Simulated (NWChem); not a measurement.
Everything below was run with NWChem. System: H2N, charge 0, spin multiplicity 4, at the geometry of a parent with another charge or spin, in a state set for the comparison that need not be this species' ground state. Its SCF solution wasn't tested for a lower state. Level: UM06-2X/def2-TZVP.

Job file:

```
start mol
memory heap 200 mb stack 900 mb global 1100 mb
geometry units angstroms nocenter noautoz
  N      0.000000     0.000000     0.149397
  H      0.802672     0.000000    -0.522888
  H     -0.802672     0.000000    -0.522888
  symmetry group C2v
end
basis spherical
  * library def2-tzvp
end
dft
  xc m06-2x
  odft
  mult 4
  semidirect memsize 60000000 filesize 0
  iterations 100
  grid fine
end
task dft energy
```

NWChem printed:

```
             Northwest Computational Chemistry Package (NWChem) 7.3.0
             --------------------------------------------------------

                                NWChem Input Module
                                -------------------

 Scaling coordinates for geometry "geometry" by  1.889725989
 (inverse scale =  0.529177249)

 Turning off AUTOSYM since
 SYMMETRY directive was detected!

                             Geometry "geometry" -> ""
                             -------------------------

 Output coordinates in angstroms (scale by  1.889725989 to convert to a.u.)

  No.       Tag          Charge          X              Y              Z
 ---- ---------------- ---------- -------------- -------------- --------------
    1 N                    7.0000     0.00000000     0.00000000     0.14939700
    2 H                    1.0000     0.80267200     0.00000000    -0.52288800
    3 H                    1.0000    -0.80267200     0.00000000    -0.52288800

 Effective nuclear repulsion energy (a.u.)       7.4054177681

            Nuclear Dipole moment (a.u.)
            ----------------------------
        X                 Y               Z
 ---------------- ---------------- ----------------
     0.0000000000     0.0000000000     0.0000056692

      Symmetry information
      --------------------

 Group name             C2v
 Group number             16
 Group order               4
 No. of unique centers     2

      Symmetry unique atoms

     1    2


 Summary of "ao basis" -> "" (spherical)
 ------------------------------------------------------------------------------
       Tag                 Description            Shells   Functions and Types
 ---------------- ------------------------------  ------  ---------------------
 *                         def2-tzvp                  on all atoms

                                 NWChem DFT Module
                                 -----------------

 Summary of "ao basis" -> "ao basis" (spherical)
 ------------------------------------------------------------------------------
       Tag                 Description            Shells   Functions and Types
[...]
     8      0.314827  1 N  pz                11      0.237529  1 N  pz
     3      0.139862  1 N  s                  2     -0.079598  1 N  s
     4      0.075453  1 N  s                 32     -0.072953  2 H  s
    38     -0.072953  3 H  s                 33     -0.067937  2 H  s

 Vector    5  Occ=0.000000D+00  E=-1.592292D-01  Symmetry=b2
              MO Center=  1.5D-16, -5.1D-16,  1.3D-01, r^2= 1.3D+00
   Bfn.  Coefficient  Atom+Function         Bfn.  Coefficient  Atom+Function
  ----- ------------  ---------------      ----- ------------  ---------------
    13      0.592616  1 N  py                 7      0.361648  1 N  py
    10      0.255662  1 N  py

 Vector    6  Occ=0.000000D+00  E= 2.555915D-02  Symmetry=a1
              MO Center=  1.5D-15,  1.9D-15, -6.0D-01, r^2= 3.9D+00
   Bfn.  Coefficient  Atom+Function         Bfn.  Coefficient  Atom+Function
  ----- ------------  ---------------      ----- ------------  ---------------
    34      1.046907  2 H  s                 40      1.046907  3 H  s
     5     -0.724484  1 N  s                  4     -0.518829  1 N  s
    14      0.448434  1 N  pz                 3     -0.102977  1 N  s
     8      0.098958  1 N  pz                 2      0.093683  1 N  s
    11      0.047906  1 N  pz                33     -0.047793  2 H  s

   alpha - beta orbital overlaps
   -----------------------------

   alpha      1      2      3      4      5      6      7      8      9     10
    beta      1      2      3      4      5      6      7      8      9     10
 overlap   1.000  0.988  0.999  0.952  0.952  0.974  0.989  0.971  0.932  0.950

   alpha     11     12     13     14     15     16     17     18     19     20
    beta     11     12     13     14     15     16     17     18     19     20
 overlap   0.697  0.725  0.975  0.996  1.000  0.998  0.997  0.998  1.000  0.995

   alpha     21     22     23     24     25     26     27     28     29     30
    beta     21     22     23     24     26     25     28     27     29     30
 overlap   1.000  0.760  0.764  0.999  0.996  0.996  0.997  0.996  0.998  0.996

   alpha     31     32     33     34     35     36     37     38     39     40
    beta     31     32     33     34     35     36     38     37     39     40
 overlap   0.997  0.999  0.987  0.999  0.985  0.985  0.988  0.985  0.988  0.989

   alpha     41     42     43
    beta     41     42     43
 overlap   0.989  0.998  1.000

     --------------------------
     Expectation value of S2:
     --------------------------
      <S2> =      3.7540 (Exact =     3.7500)

 center of mass
 --------------
 x =   0.00000000 y =   0.00000000 z =   0.12245948

 moments of inertia (a.u.)
 ------------------
           2.843905013553           0.000000000000           0.000000000000
           0.000000000000           7.481459460854           0.000000000000
           0.000000000000           0.000000000000           4.637554447301

     Multipole analysis of the density
     ---------------------------------

     L   x y z        total         alpha         beta         nuclear
     -   - - -        -----         -----         ----         -------
     0   0 0 0     -0.000000     -6.000000     -3.000000      9.000000

     1   1 0 0      0.000000      0.000000     -0.000000      0.000000
     1   0 1 0     -0.000000     -0.000000     -0.000000      0.000000
     1   0 0 1      0.784172      0.681046      0.103121      0.000006

     2   2 0 0     -9.048434    -10.582067     -3.067914      4.601547
     2   1 1 0      0.000000      0.000000      0.000000      0.000000
     2   1 0 1      0.000000      0.000000      0.000000      0.000000
     2   0 2 0     -6.787261     -5.643630     -1.143631      0.000000
     2   0 1 1      0.000000      0.000000     -0.000000      0.000000
     2   0 0 2     -8.027684     -8.962511     -1.575846      2.510672

 Task  times  cpu:        0.7s     wall:        0.7s

 Total times  cpu:        0.7s     wall:        0.7s
```
